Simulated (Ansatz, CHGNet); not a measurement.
**How well does each level of theory give the lattice parameter c of rhombohedral A7 Sb?**

Reference value: 11.232 Å (measured, 78 K, zero-point motion not removed; as tabulated in Schiferl, Barrett, J. Appl. Cryst. 2, 30 (1969), COD 9009654).

Problem. Put these levels in order of the lattice parameter c that they give for rhombohedral A7 Sb, smallest first: CHGNet-r²SCAN, PBE (Ansatz, a program for electronic structure), r²SCAN (Ansatz).

Solution. PBE (11.533 Å), r²SCAN (11.611 Å), CHGNet-r²SCAN (12.241 Å)

Differences against the reference: CHGNet-r²SCAN +8.98 %, PBE +2.68 %, r²SCAN +3.37 %.

The measured value isn't corrected to a static lattice, so vibrations enter the comparison.  PBE: for a layered or molecular solid the relaxed cell lies over 5 % above the published volume, where the minimum can be shallow. PBE, r²SCAN: the cell comes from a level without a dispersion term, which matters for the spacing of layers, chains or molecules. Cutoffs differ between the levels. Ansatz's density-functional and Hartree–Fock values are scalar-relativistic unless marked +SOC, with PAW data made under PBE.

Machine-learned potentials (CHGNet-r²SCAN) are trained on DFT data: a solid inside that data is no test of them.

Differences are worked out from the printed values.
